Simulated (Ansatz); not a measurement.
Dissociation curves of CHO+ (SMILES C#[O+])

CHO+: 3 atoms, total charge +1, spin state singlet. As SMILES, `C#[O+]`. Geometry: relaxed at GFN2-xTB.

```jsonl
{"atom": "C", "x (Å)": "0.0007", "y (Å)": "0.0024", "z (Å)": "0.0008"}
{"atom": "O", "x (Å)": "0.1642", "y (Å)": "1.0607", "z (Å)": "0.2071"}
{"atom": "H", "x (Å)": "-0.1649", "y (Å)": "-1.0631", "z (Å)": "-0.2079"}
```

The C1–O2 distance is scanned; the parts on either side stay rigid. Basis STO-3G, 2 core orbitals frozen in the correlated methods; program Ansatz 0.2.0. FCI is exact within this basis and core. Energies in eV from each method's value at 1.091 Å; methods without a U are spin-restricted; a dash marks a point that is missing or didn't converge. The shape above is that at 1.091 Å.

```json
{"distance (Å)": "1.091", "HF": "0.00", "PBE0": "0.00", "B3LYP": "0.00", "wB97M-V": "0.00", "HSE06": "0.00", "RPA@PBE": "0.00", "MP2": "0.00", "FCI": "0.00"}
{"distance (Å)": "1.363", "HF": "2.44", "PBE0": "0.97", "B3LYP": "0.77", "wB97M-V": "1.04", "HSE06": "0.96", "RPA@PBE": "0.21", "MP2": "0.05", "FCI": "0.38"}
{"distance (Å)": "1.636", "HF": "7.25", "PBE0": "5.09", "B3LYP": "4.66", "wB97M-V": "5.29", "HSE06": "5.08", "RPA@PBE": "3.45", "MP2": "5.33", "FCI": "3.70"}
{"distance (Å)": "2.181", "HF": "10.25", "PBE0": "11.04", "B3LYP": "10.37", "wB97M-V": "11.18", "HSE06": "11.02", "RPA@PBE": "7.73", "MP2": "12.76", "FCI": "8.40"}
{"distance (Å)": "2.727", "HF": "10.50", "PBE0": "12.63", "B3LYP": "12.04", "wB97M-V": "–", "HSE06": "12.62", "RPA@PBE": "–", "MP2": "13.22", "FCI": "9.88"}
```

Departure from the FCI curve at its largest: HF +3.55 eV at 1.64 Å; PBE0 +2.75 eV at 2.73 Å; B3LYP +2.16 eV at 2.73 Å; wB97M-V +2.79 eV at 2.18 Å; HSE06 +2.74 eV at 2.73 Å; RPA@PBE -0.67 eV at 2.18 Å; MP2 +4.36 eV at 2.18 Å. Restricted functionals keep the electrons paired too, and rise too high. Restricted Hartree–Fock keeps the electrons paired, so it rises far too high as the bond breaks.
